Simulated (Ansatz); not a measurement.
Geometry optimisation, Ansatz, RKS PBE/STO-3G.

Input:

```yaml
crystal:
  periodic: [false, false, false]
  atoms:
    - { symbol: S, position_ang: [-1.6163, 0.3517, -1.0509] }
    - { symbol: C, position_ang: [-0.3323, 0.5527, 0.1622] }
    - { symbol: C, position_ang: [0.2516, -0.782, 0.5561] }
    - { symbol: S, position_ang: [1.3612, -1.5465, -0.744] }
    - { symbol: H, position_ang: [-1.9218, 1.6999, -1.1974] }
    - { symbol: H, position_ang: [-0.7621, 1.0486, 1.0472] }
    - { symbol: H, position_ang: [0.4612, 1.2383, -0.2257] }
    - { symbol: H, position_ang: [-0.4496, -1.4743, 0.8823] }
    - { symbol: H, position_ang: [0.9531, -0.6061, 1.4676] }
    - { symbol: H, position_ang: [2.1382, -0.5334, -0.8945] }
basis:
  gaussian: { orbitals: STO-3G }
hamiltonian:
  xc: pbe
relax:
  f_tol: 0.015
  max_steps: 40
```

Launched with:

```bash
$ ansatz run input.yaml --threads 1 --pin off --max-ram 2048MiB --backend cpu --events-out ev --progress --plain --runs-dir out
```

Task: Where does it end, and by what steps?

Result: The forces met the threshold. Limits of this set-up: minimal basis. After 9 steps the energy has fallen by 0.510 eV; S1 moved furthest, 0.20 Å.

| step | energy less start (eV) | largest force component (eV/Å) | accepted |
| --- | --- | --- | --- |
| 0 | 0.0000 | 5.513 | yes |
| 1 | -0.4403 | 0.838 | yes |
| 2 | -0.4988 | 0.302 | yes |
| 3 | -0.5060 | 0.114 | yes |
| 4 | -0.5075 | 0.023 | yes |
| 5 | -0.5085 | 0.043 | yes |
| 6 | -0.5095 | 0.018 | yes |
| 7 | -0.4459 | 0.762 | no |
| 8 | -0.5097 | 0.035 | yes |
| 9 | -0.5097 | 0.008 | yes |

```xyz
10
Properties=species:S:1:pos:R:3
S -1.508 0.358 -1.219
C -0.328 0.597 0.172
C 0.339 -0.759 0.581
S 1.244 -1.617 -0.763
H -1.967 1.650 -1.154
H -0.851 1.009 1.063
H 0.469 1.324 -0.103
H -0.449 -1.460 0.924
H 1.006 -0.567 1.450
H 2.129 -0.585 -0.948
```

Whether the end is a true minimum wasn't checked by a vibrational analysis.

The run took 72 s on 1 thread of Intel(R) Xeon(R) Processor @ 2.50GHz (Skylake/Cascade Lake) (shared host), peak memory 0.11 GiB.
